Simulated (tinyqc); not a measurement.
Inside a calculation. Method: extended Hueckel theory, for CH4. Computed by tinyqc, a small Python program that keeps every step (integrals from PySCF). Settings: charge = 0, K = 1.75, multiplicity = 1. Command: `OMP_NUM_THREADS=1 python tinyqc.py 31243 31244 out.jsonl` (the two numbers bound the seeds that draw the settings). One thread of a shared host (Intel(R) Xeon(R) Processor @ 2.60GHz), about 0.01 s of CPU time with the checks.

## Overlaps

Geometry (angstrom):
```
atom,x,y,z
C,0.00000,0.00000,0.00000
H,0.63600,0.63600,0.63600
H,0.63600,-0.63600,-0.63600
H,-0.63600,0.63600,-0.63600
H,-0.63600,-0.63600,0.63600
```

Parameters chosen for this run:
```
element,shell,Slater exponent,H_ii (eV)
C,2s,1.62500,-21.40000
C,2p,1.62500,-11.40000
H,1s,1.30000,-13.60000
```

Slater orbitals, each expanded in six Gaussians scaled to its exponent.

overlap S:
```
,1C 2s,1C 2px,1C 2py,1C 2pz,2H 1s,3H 1s,4H 1s,5H 1s
1C 2s,1.00000,0.00000,0.00000,0.00000,0.48585,0.48585,0.48585,0.48585
1C 2px,0.00000,1.00000,0.00000,0.00000,0.28142,0.28142,-0.28142,-0.28142
1C 2py,0.00000,0.00000,1.00000,0.00000,0.28142,-0.28142,0.28142,-0.28142
1C 2pz,0.00000,0.00000,0.00000,1.00000,0.28142,-0.28142,-0.28142,0.28142
2H 1s,0.48585,0.28142,0.28142,0.28142,1.00000,0.14367,0.14367,0.14367
3H 1s,0.48585,0.28142,-0.28142,-0.28142,0.14367,1.00000,0.14367,0.14367
4H 1s,0.48585,-0.28142,0.28142,-0.28142,0.14367,0.14367,1.00000,0.14367
5H 1s,0.48585,-0.28142,-0.28142,0.28142,0.14367,0.14367,0.14367,1.00000
```

## Wolfsberg-Helmholz matrix

diagonal H_ii (eV): 1C 2s -21.40000, 1C 2px -11.40000, 1C 2py -11.40000, 1C 2pz -11.40000, 2H 1s -13.60000, 3H 1s -13.60000, 4H 1s -13.60000, 5H 1s -13.60000

K = 1.75000

H_ij = K' S_ij (H_ii + H_jj)/2 for i != j (the diagonal keeps H_ii), with K' = 1.75.

H (eV):
```
,1C 2s,1C 2px,1C 2py,1C 2pz,2H 1s,3H 1s,4H 1s,5H 1s
1C 2s,-21.40000,0.00000,0.00000,0.00000,-14.87916,-14.87916,-14.87916,-14.87916
1C 2px,0.00000,-11.40000,0.00000,0.00000,-6.15605,-6.15605,6.15605,6.15605
1C 2py,0.00000,0.00000,-11.40000,0.00000,-6.15605,6.15605,-6.15605,6.15605
1C 2pz,0.00000,0.00000,0.00000,-11.40000,-6.15605,6.15605,6.15605,-6.15605
2H 1s,-14.87916,-6.15605,-6.15605,-6.15605,-13.60000,-3.41924,-3.41924,-3.41924
3H 1s,-14.87916,-6.15605,6.15605,6.15605,-3.41924,-13.60000,-3.41924,-3.41924
4H 1s,-14.87916,6.15605,-6.15605,6.15605,-3.41924,-3.41924,-13.60000,-3.41924
5H 1s,-14.87916,6.15605,6.15605,-6.15605,-3.41924,-3.41924,-3.41924,-13.60000
```

## Orbitals

valence electrons = 8

Solve H C = S C e through S^(-1/2); fill by pairs from the bottom, a degenerate level sharing its electrons equally; each orbital has its largest coefficient positive (the first on a tie).

orbital energies (eV): -24.52561  -15.51835  -15.51835  -15.51835  4.24311  4.24311  4.24311  31.40992

occupations: 2.00000  2.00000  2.00000  2.00000  0.00000  0.00000  0.00000  0.00000

coefficients:
```
,MO1,MO2,MO3,MO4,MO5,MO6,MO7,MO8
1C 2s,0.64244,0.00000,0.00000,0.00000,0.00000,0.00000,0.00000,1.58962
1C 2px,0.00000,0.10729,0.52760,0.04042,0.21980,-0.01420,1.11674,0.00000
1C 2py,0.00000,-0.04736,-0.03150,0.53691,-0.04838,1.13697,0.02398,0.00000
1C 2pz,0.00000,0.52703,-0.11024,0.04002,1.11578,0.05210,-0.21895,0.00000
2H 1s,0.16940,0.33782,0.22209,0.35531,-0.68488,-0.62511,-0.49045,-0.69632
3H 1s,0.16940,-0.21432,0.38524,-0.30879,0.45098,0.64022,-0.69792,-0.69632
4H 1s,0.16940,-0.39233,-0.25834,0.26272,0.73636,-0.58478,0.46493,-0.69632
5H 1s,0.16940,0.26884,-0.34898,-0.30925,-0.50247,0.56968,0.72343,-0.69632
```

sum of one-electron energies = -142.16133 eV

Within a degenerate level the vectors are fixed only up to a rotation; this is one choice.

## Mulliken analysis

P = C n C^T; charge = valence electrons (C 4, H 1) minus the sum of (P S)_ii on the atom; overlap population = 2 sum P_ij S_ij between two atoms.

charges: 1C -0.13070, 2H 0.03268, 3H 0.03268, 4H 0.03268, 5H 0.03268

Overlap populations:
```
pair,value
2-1,0.778093
3-1,0.778093
3-2,-0.039000
4-1,0.778093
4-2,-0.039000
4-3,-0.039000
5-1,0.778093
5-2,-0.039000
5-3,-0.039000
5-4,-0.039000
```
